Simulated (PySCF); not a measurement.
# How the numerical set-up moves the result for SO2²⁺

The method stays; parts of the set-up, such as the basis or the Hamiltonian, are changed.

The runs use PySCF 2.14.0; method and basis as typed in the scripts.

## (1) The starting structure

SO2²⁺: 3 atoms, charge 2, spin multiplicity 1.

Bond lengths: S1–O2 1.395 Å, S1–O3 1.395 Å. Angles: O2–S1–O3 180.0°.

As a file:

```
S     0.0000    0.0000    0.0000
O     0.0000    0.0000    1.3951
O     0.0000    0.0000   -1.3951
```

## (2) Base script

input.py

```python
from pyscf import gto, scf

mol = gto.M(
    atom='S 0 0 0; O 0 0 1.3951; O 0 0 -1.3951',
    basis='6-31+g*',
    charge=2,
    spin=0,
    symmetry=True,
    verbose=4,
)
mf = scf.UHF(mol)
mf.kernel()
mf.analyze()
print('orbital energies (hartree):', [e[max(0, n-3):n+3].round(4) for e, n in zip(mf.mo_energy, mol.nelec)])
```

Started as:

```sh
$ OMP_NUM_THREADS=1 python input.py
```

The log of this run is left out.

In short: E(SCF) = -545.943822 Eh, 12 cycles.

The dipole of an ion depends on the origin.

## (3) Density fitting cc-pvdz-jkfit

Edit 1 changes density fitting: none → cc-pvdz-jkfit.

Changes to input.py since step 2:

```diff
@@ -11,2 +11,3 @@
 mf = scf.UHF(mol)
+mf = mf.density_fit(auxbasis='cc-pvdz-jkfit')
 mf.kernel()
```

Started as:

```sh
$ OMP_NUM_THREADS=1 python input.py
```

Standard output:

```text
[lines on the frontier levels of each cycle are left out]
PySCF version 2.14.0

[INPUT] verbose = 4
[INPUT] num. atoms = 3
[INPUT] num. electrons = 30
[INPUT] charge = 2
[INPUT] spin (= nelec alpha-beta = 2S) = 0
[INPUT] symmetry True subgroup None
[INPUT] Mole.unit = angstrom
[INPUT] Symbol           X                Y                Z      unit          X                Y                Z       unit  Magmom
[INPUT]  1 S      0.000000000000   0.000000000000   0.000000000000 AA    0.000000000000   0.000000000000   0.000000000000 Bohr   0.0
[INPUT]  2 O      0.000000000000   0.000000000000   1.395100000000 AA    0.000000000000   0.000000000000   2.636356916381 Bohr   0.0
[INPUT]  3 O      0.000000000000   0.000000000000  -1.395100000000 AA    0.000000000000   0.000000000000  -2.636356916381 Bohr   0.0

nuclear repulsion = 109.241657762856
point group symmetry = Dooh
symmetry origin: [0. 0. 0.]
symmetry axis x: [1. 0. 0.]
symmetry axis y: [0. 1. 0.]
symmetry axis z: [0. 0. 1.]
num. orbitals of irrep A1g = 14
num. orbitals of irrep E1gx = 5
num. orbitals of irrep E1gy = 5
num. orbitals of irrep A1u = 12
num. orbitals of irrep E1uy = 8
num. orbitals of irrep E1ux = 8
num. orbitals of irrep E2gx = 2
num. orbitals of irrep E2gy = 2
num. orbitals of irrep E2uy = 1
num. orbitals of irrep E2ux = 1
number of shells = 26
number of NR pGTOs = 117
number of NR cGTOs = 58
basis = 6-31+g*
ecp = {}

******** <class 'pyscf.df.df_jk.DFSymAdaptedUHF'> ********
method = DFSymAdaptedUHF
initial guess = minao
damping factor = 0
level_shift factor = 0
DIIS = <class 'pyscf.scf.diis.CDIIS'>
diis_start_cycle = 1
diis_space = 8
diis_damp = 0
SCF conv_tol = 1e-09
SCF conv_tol_grad = None
SCF max_cycles = 50
direct_scf = False
number electrons alpha = 15  beta = 15
Freeze 0 electrons in irreps []
    30 free electrons in irreps A1g E1gx E1gy A1u E1uy E1ux E2gx E2gy E2uy E2ux
Set gradient conv threshold to 3.16228e-05
******** <class 'pyscf.df.df.DF'> ********
auxbasis = cc-pvdz-jkfit
init E= -548.589270496093
cycle= 1 E= -545.643438447872  delta_E= 2.95  |g|= 0.741  |ddm|= 1.81
cycle= 2 E= -545.881805617913  delta_E= -0.238  |g|= 0.374  |ddm|= 1.17
cycle= 3 E= -545.932591217535  delta_E= -0.0508  |g|= 0.169  |ddm|= 0.453
cycle= 4 E= -545.942517013137  delta_E= -0.00993  |g|= 0.0145  |ddm|= 0.113
cycle= 5 E= -545.942666763159  delta_E= -0.00015  |g|= 0.00342  |ddm|= 0.0264
cycle= 6 E= -545.942675553746  delta_E= -8.79e-06  |g|= 0.000857  |ddm|= 0.00656
cycle= 7 E= -545.942677257825  delta_E= -1.7e-06  |g|= 0.000589  |ddm|= 0.00232
cycle= 8 E= -545.942678875602  delta_E= -1.62e-06  |g|= 0.000374  |ddm|= 0.00311
cycle= 9 E= -545.942679775316  delta_E= -9e-07  |g|= 0.000208  |ddm|= 0.00259
cycle= 10 E= -545.942680098781  delta_E= -3.23e-07  |g|= 6.13e-05  |ddm|= 0.00208
cycle= 11 E= -545.942680114172  delta_E= -1.54e-08  |g|= 1.66e-05  |ddm|= 0.000392
cycle= 12 E= -545.942680114897  delta_E= -7.25e-10  |g|= 4.05e-06  |ddm|= 7.5e-05
Extra cycle  E= -545.942680114912  delta_E= -1.48e-11  |g|= 2.66e-06  |ddm|= 7.66e-06
converged SCF energy = -545.942680114912  <S^2> = 1.0537349e-11  2S+1 = 1
**** SCF Summaries ****
Total Energy =                        -545.942680114912150
Nuclear Repulsion Energy =             109.241657762855738
One-electron Energy =                 -948.262344732386282
Two-electron Energy =                  293.078006854618366
Two-electron Coulomb Energy =          333.720255574112571
DFT Exchange-Correlation Energy =      -40.642248719494205
TODO: total wave-function symmetry for Dooh
alpha occupancy for each irrep:    A1g E1gx E1gy  A1u E1uy E1ux E2gx E2gy E2uy E2ux
                                     5    1    1    4    2    2    0    0    0    0
beta  occupancy for each irrep:    A1g E1gx E1gy  A1u E1uy E1ux E2gx E2gy E2uy E2ux
                                     5    1    1    4    2    2    0    0    0    0
**** MO energy ****
alpha MO #1 (A1g #1), energy= -92.9712858735255 occ= 1
alpha MO #2 (A1u #1), energy= -21.4133102736547 occ= 1
alpha MO #3 (A1g #2), energy= -21.413258508901 occ= 1
alpha MO #4 (A1g #3), energy= -9.94913722603391 occ= 1
alpha MO #5 (A1u #2), energy= -7.63267826570446 occ= 1
alpha MO #6 (E1uy #1), energy= -7.63233653777973 occ= 1
alpha MO #7 (E1ux #1), energy= -7.63233653777973 occ= 1
alpha MO #8 (A1g #4), energy= -2.22849547143756 occ= 1
alpha MO #9 (A1u #3), energy= -2.14561118563484 occ= 1
alpha MO #10 (A1g #5), energy= -1.50905363396227 occ= 1
alpha MO #11 (E1uy #2), energy= -1.35658456850728 occ= 1
alpha MO #12 (E1ux #2), energy= -1.35658456850728 occ= 1
alpha MO #13 (A1u #4), energy= -1.34403653535417 occ= 1
alpha MO #14 (E1gx #1), energy= -1.23422954938388 occ= 1
alpha MO #15 (E1gy #1), energy= -1.23422954938388 occ= 1
alpha MO #16 (A1g #6), energy= -0.683904965138972 occ= 0
alpha MO #17 (E1uy #3), energy= -0.608676793554606 occ= 0
alpha MO #18 (E1ux #3), energy= -0.608676793554606 occ= 0
alpha MO #19 (A1g #7), energy= -0.291518630359959 occ= 0
alpha MO #20 (E1uy #4), energy= -0.252192176088075 occ= 0
alpha MO #21 (E1ux #4), energy= -0.252192176088075 occ= 0
alpha MO #22 (A1u #5), energy= -0.238919005201713 occ= 0
alpha MO #23 (A1g #8), energy= -0.141771553636285 occ= 0
alpha MO #24 (E1gx #2), energy= -0.129723749778183 occ= 0
alpha MO #25 (E1gy #2), energy= -0.129723749778183 occ= 0
alpha MO #26 (A1u #6), energy= -0.0843963604816946 occ= 0
alpha MO #27 (E1uy #5), energy= -0.0381679730206854 occ= 0
alpha MO #28 (E1ux #5), energy= -0.0381679730206854 occ= 0
alpha MO #29 (A1g #9), energy= -0.0379319595687697 occ= 0
alpha MO #30 (A1u #7), energy= -0.0194545330150739 occ= 0
alpha MO #31 (E1uy #6), energy= 0.0975656669709017 occ= 0
alpha MO #32 (E1ux #6), energy= 0.0975656669709017 occ= 0
alpha MO #33 (A1u #8), energy= 0.155130635921048 occ= 0
alpha MO #34 (E2gx #1), energy= 0.178507562967362 occ= 0
alpha MO #35 (E2gy #1), energy= 0.178507562967362 occ= 0
alpha MO #36 (E1gx #3), energy= 0.255360511756388 occ= 0
alpha MO #37 (E1gy #3), energy= 0.255360511756388 occ= 0
alpha MO #38 (A1g #10), energy= 0.267199462148374 occ= 0
alpha MO #39 (A1u #9), energy= 0.321730654973475 occ= 0
alpha MO #40 (A1g #11), energy= 0.676710831875952 occ= 0
alpha MO #41 (E1gx #4), energy= 0.826556788831802 occ= 0
alpha MO #42 (E1gy #4), energy= 0.826556788831802 occ= 0
alpha MO #43 (E1uy #7), energy= 0.904554107169301 occ= 0
alpha MO #44 (E1ux #7), energy= 0.904554107169301 occ= 0
alpha MO #45 (A1u #10), energy= 1.01937653481192 occ= 0
alpha MO #46 (A1g #12), energy= 1.14275975883111 occ= 0
alpha MO #47 (A1g #13), energy= 1.27517346786659 occ= 0
alpha MO #48 (E2uy #1), energy= 1.36866009456352 occ= 0
alpha MO #49 (E2ux #1), energy= 1.36866009456352 occ= 0
alpha MO #50 (E2gx #2), energy= 1.43108707272127 occ= 0
alpha MO #51 (E2gy #2), energy= 1.43108707272127 occ= 0
alpha MO #52 (A1u #11), energy= 1.50021558435616 occ= 0
alpha MO #53 (E1uy #8), energy= 1.50552783384997 occ= 0
alpha MO #54 (E1ux #8), energy= 1.50552783384997 occ= 0
alpha MO #55 (E1gx #5), energy= 1.9331431805037 occ= 0
alpha MO #56 (E1gy #5), energy= 1.9331431805037 occ= 0
alpha MO #57 (A1g #14), energy= 2.54902337874526 occ= 0
alpha MO #58 (A1u #12), energy= 2.74781695141546 occ= 0
beta  MO #1 (A1g #1), energy= -92.9712858471386 occ= 1
beta  MO #2 (A1u #1), energy= -21.413310117071 occ= 1
beta  MO #3 (A1g #2), energy= -21.4132583524337 occ= 1
beta  MO #4 (A1g #3), energy= -9.94913715291833 occ= 1
beta  MO #5 (A1u #2), energy= -7.63267821195587 occ= 1
beta  MO #6 (E1uy #1), energy= -7.63233658387926 occ= 1
beta  MO #7 (E1ux #1), energy= -7.63233658387926 occ= 1
beta  MO #8 (A1g #4), energy= -2.22849515807779 occ= 1
beta  MO #9 (A1u #3), energy= -2.14561073665297 occ= 1
beta  MO #10 (A1g #5), energy= -1.50905396531587 occ= 1
beta  MO #11 (E1uy #2), energy= -1.35658425459716 occ= 1
beta  MO #12 (E1ux #2), energy= -1.35658425459716 occ= 1
beta  MO #13 (A1u #4), energy= -1.34403770284089 occ= 1
beta  MO #14 (E1gx #1), energy= -1.23422874854914 occ= 1
beta  MO #15 (E1gy #1), energy= -1.23422874854914 occ= 1
beta  MO #16 (A1g #6), energy= -0.683905092831158 occ= 0
beta  MO #17 (E1uy #3), energy= -0.608676411872423 occ= 0
beta  MO #18 (E1ux #3), energy= -0.608676411872423 occ= 0
beta  MO #19 (A1g #7), energy= -0.291518664832493 occ= 0
beta  MO #20 (E1uy #4), energy= -0.252192183746077 occ= 0
beta  MO #21 (E1ux #4), energy= -0.252192183746077 occ= 0
beta  MO #22 (A1u #5), energy= -0.23891900370048 occ= 0
beta  MO #23 (A1g #8), energy= -0.141771554353177 occ= 0
beta  MO #24 (E1gx #2), energy= -0.129723702683323 occ= 0
beta  MO #25 (E1gy #2), energy= -0.129723702683323 occ= 0
beta  MO #26 (A1u #6), energy= -0.0843963829485288 occ= 0
beta  MO #27 (E1uy #5), energy= -0.0381679467967126 occ= 0
beta  MO #28 (E1ux #5), energy= -0.0381679467967126 occ= 0
beta  MO #29 (A1g #9), energy= -0.0379320441945521 occ= 0
beta  MO #30 (A1u #7), energy= -0.0194544712215508 occ= 0
beta  MO #31 (E1uy #6), energy= 0.0975656473273163 occ= 0
beta  MO #32 (E1ux #6), energy= 0.0975656473273163 occ= 0
beta  MO #33 (A1u #8), energy= 0.155130599846162 occ= 0
beta  MO #34 (E2gx #1), energy= 0.178507448554799 occ= 0
beta  MO #35 (E2gy #1), energy= 0.178507448554799 occ= 0
beta  MO #36 (E1gx #3), energy= 0.255360502726619 occ= 0
beta  MO #37 (E1gy #3), energy= 0.255360502726619 occ= 0
beta  MO #38 (A1g #10), energy= 0.267199513070894 occ= 0
beta  MO #39 (A1u #9), energy= 0.321730664916439 occ= 0
beta  MO #40 (A1g #11), energy= 0.676710759450052 occ= 0
beta  MO #41 (E1gx #4), energy= 0.826557021178475 occ= 0
beta  MO #42 (E1gy #4), energy= 0.826557021178475 occ= 0
beta  MO #43 (E1uy #7), energy= 0.904554380437826 occ= 0
beta  MO #44 (E1ux #7), energy= 0.904554380437826 occ= 0
beta  MO #45 (A1u #10), energy= 1.01937626597946 occ= 0
beta  MO #46 (A1g #12), energy= 1.14275942509652 occ= 0
beta  MO #47 (A1g #13), energy= 1.27517369015252 occ= 0
beta  MO #48 (E2uy #1), energy= 1.3686602815654 occ= 0
beta  MO #49 (E2ux #1), energy= 1.3686602815654 occ= 0
beta  MO #50 (E2gx #2), energy= 1.43108727871251 occ= 0
beta  MO #51 (E2gy #2), energy= 1.43108727871251 occ= 0
beta  MO #52 (A1u #11), energy= 1.50021556968565 occ= 0
beta  MO #53 (E1uy #8), energy= 1.50552774940416 occ= 0
beta  MO #54 (E1ux #8), energy= 1.50552774940416 occ= 0
beta  MO #55 (E1gx #5), energy= 1.93314313575435 occ= 0
beta  MO #56 (E1gy #5), energy= 1.93314313575435 occ= 0
beta  MO #57 (A1g #14), energy= 2.54902329630927 occ= 0
beta  MO #58 (A1u #12), energy= 2.74781696916093 occ= 0
 ** Mulliken pop alpha/beta on meta-lowdin orthogonal AOs **
 ** Mulliken pop       alpha | beta **
pop of  0 S 1s        1.00000 | 1.00000
pop of  0 S 2s        0.99999 | 0.99999
pop of  0 S 3s        0.52530 | 0.52530
pop of  0 S 4s        0.01116 | 0.01116
pop of  0 S 5s        0.00045 | 0.00045
pop of  0 S 2px       0.99999 | 0.99999
pop of  0 S 2py       0.99999 | 0.99999
pop of  0 S 2pz       0.99999 | 0.99999
pop of  0 S 3px       0.38419 | 0.38419
pop of  0 S 3py       0.38419 | 0.38419
pop of  0 S 3pz       0.39513 | 0.39513
pop of  0 S 4px       0.01462 | 0.01462
pop of  0 S 4py       0.01462 | 0.01462
pop of  0 S 4pz       0.01937 | 0.01937
pop of  0 S 5px       0.00059 | 0.00059
pop of  0 S 5py       0.00059 | 0.00059
pop of  0 S 5pz       0.00582 | 0.00582
pop of  0 S 3dxy      0.00000 | 0.00000
pop of  0 S 3dyz      0.03141 | 0.03141
pop of  0 S 3dz^2     0.00639 | 0.00639
pop of  0 S 3dxz      0.03141 | 0.03141
pop of  0 S 3dx2-y2    0.00000 | 0.00000
pop of  1 O 1s        1.00000 | 1.00000
pop of  1 O 2s        0.90106 | 0.90106
pop of  1 O 3s        0.00266 | 0.00266
pop of  1 O 4s        0.00078 | 0.00078
pop of  1 O 2px       0.76768 | 0.76768
pop of  1 O 2py       0.76768 | 0.76768
pop of  1 O 2pz       0.60158 | 0.60158
pop of  1 O 3px       0.00558 | 0.00558
pop of  1 O 3py       0.00558 | 0.00558
pop of  1 O 3pz       0.00402 | 0.00402
pop of  1 O 4px       0.00353 | 0.00353
pop of  1 O 4py       0.00353 | 0.00353
pop of  1 O 4pz       0.00091 | 0.00091
pop of  1 O 3dxy      0.00000 | 0.00000
pop of  1 O 3dyz      0.00782 | 0.00782
pop of  1 O 3dz^2     0.00720 | 0.00720
pop of  1 O 3dxz      0.00782 | 0.00782
pop of  1 O 3dx2-y2    0.00000 | 0.00000
pop of  2 O 1s        1.00000 | 1.00000
pop of  2 O 2s        0.90106 | 0.90106
pop of  2 O 3s        0.00266 | 0.00266
pop of  2 O 4s        0.00078 | 0.00078
pop of  2 O 2px       0.76768 | 0.76768
pop of  2 O 2py       0.76768 | 0.76768
pop of  2 O 2pz       0.60158 | 0.60158
pop of  2 O 3px       0.00558 | 0.00558
pop of  2 O 3py       0.00558 | 0.00558
pop of  2 O 3pz       0.00402 | 0.00402
pop of  2 O 4px       0.00353 | 0.00353
pop of  2 O 4py       0.00353 | 0.00353
pop of  2 O 4pz       0.00091 | 0.00091
pop of  2 O 3dxy      0.00000 | 0.00000
pop of  2 O 3dyz      0.00782 | 0.00782
pop of  2 O 3dz^2     0.00720 | 0.00720
pop of  2 O 3dxz      0.00782 | 0.00782
pop of  2 O 3dx2-y2    0.00000 | 0.00000
In total            15.00000 | 15.00000
 ** Mulliken atomic charges   ( Nelec_alpha | Nelec_beta ) **
charge of  0S =      2.34962  (     6.82519      6.82519 )
charge of  1O =     -0.17481  (     4.08741      4.08741 )
charge of  2O =     -0.17481  (     4.08741      4.08741 )

WARN: System has nonzero charge 2; the dipole moment is origin-dependent.
Location of origin: [0. 0. 0.]

Dipole moment(X, Y, Z, Debye):  0.00000,  0.00000,  0.00000
orbital energies (hartree): [array([-1.344 , -1.2342, -1.2342, -0.6839, -0.6087, -0.6087]), array([-1.344 , -1.2342, -1.2342, -0.6839, -0.6087, -0.6087])]
```

Wall time 1.7 s (1 thread of Arm Neoverse N1, shared host).

This run: E(SCF) = -545.942680 Eh (+0.0311 eV from the base), 12 cycles.

(Part 1 of 3 ends here.)
